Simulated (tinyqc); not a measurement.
Pariser-Parr-Pople SCF with singles CI, for the molecule OC=C1C=C1 (SMILES; centres numbered as the heavy atoms are written), step by step. One step of it, computed by the program tinyqc.

Task: Iteration 2: Fock matrix. F_rr = H_rr + P_rr gamma_rr / 2 + sum_(s != r) P_ss gamma_rs; F_rs = H_rs - P_rs gamma_rs / 2; E = tr P (H + F) / 2 + core repulsion sum_(r<s) z_r z_s gamma_rs.

P after iteration 1, lower triangle:
```
           1O         2C        3C        4C        5C
1O   1.959403
2C   0.127172   1.589343
3C  -0.139881   0.487012  1.322936
4C   0.075166  -0.281668  0.475290  0.536208
5C   0.072859  -0.302408  0.518257  0.562954  0.592111
```

core matrix H (eV), lower triangle:
```
            1O          2C          3C          4C          5C
1O  -55.104092
2C   -2.080000  -45.720646
3C    0.000000   -2.220000  -44.982707
4C    0.000000    0.000000   -2.220000  -38.410192
5C    0.000000    0.000000   -2.220000   -2.220000  -39.378802
```

repulsion gamma_rs (eV), lower triangle:
```
           1O         2C         3C         4C         5C
1O  21.500000
2C   8.700816  11.130000
3C   5.580237   7.553145  11.130000
4C   3.668784   4.803457   7.555184  11.130000
5C   4.154253   4.802411   7.553903   7.553982  11.130000
```

Centres (angstrom, eV; a flat drawing with bonds scaled to 1.40 angstrom):

| centre | x | y | core charge z | W | gamma_rr |
|---|---|---|---|---|---|
| 1O | -2.084000 | 0.387000 | 2 | 33.000000 | 21.500000 |
| 2C | -1.065000 | -0.573000 | 1 | 11.160000 | 11.130000 |
| 3C | 0.276000 | -0.170000 | 1 | 11.160000 | 11.130000 |
| 4C | 1.638000 | -0.492000 | 1 | 11.160000 | 11.130000 |
| 5C | 1.236000 | 0.849000 | 1 | 11.160000 | 11.130000 |

Give: F; pi energy.

Result:

F (eV), lower triangle:
```
        1O      2C      3C      4C      5C
1O  -8.403
2C  -2.633  -4.416
3C   0.390  -4.059  -6.158
4C  -0.138   0.676  -4.015  -6.135
5C  -0.151   0.726  -4.177  -4.346  -6.267
```

pi energy = -91.433 eV
